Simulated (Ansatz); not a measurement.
Basis-set extrapolation for C4H10O, SMILES `CCCOC` (PBE0-D4/def2-TZVP geometry, frozen core, Ansatz 0.2.0). Multiplicity 1, RHF reference.

```json
{"": "HF", "def2-TZVPP": "-232.235062", "def2-QZVPP": "-232.246352"}
{"": "MP2 correlation", "def2-TZVPP": "-0.943101", "def2-QZVPP": "-1.006351"}
{"": "CCSD(T) correlation", "def2-TZVPP": "-1.031274", "def2-QZVPP": "not run"}
```

Energies in hartree. Use E(X) = E(∞) + A·exp(−7.88·√X) for Hartree–Fock and E(X) = E(∞) + B·X^(−2.97) for correlation, with X = 3 and 4, and add CCSD(T) minus MP2 of the smaller set to the MP2 limit.

Q: What is the CCSD(T) energy at the basis-set limit?

A: HF limit: -232.246352 + (-0.011290) × 0.13774 = -232.24791. MP2 limit: -1.006351 + (-0.063250) × 0.74074 = -1.05320. Higher-order term: -1.031274 − (-0.943101) = -0.08817. Total: -233.38928 hartree, 77.1 kcal/mol below CCSD(T)/def2-TZVPP.
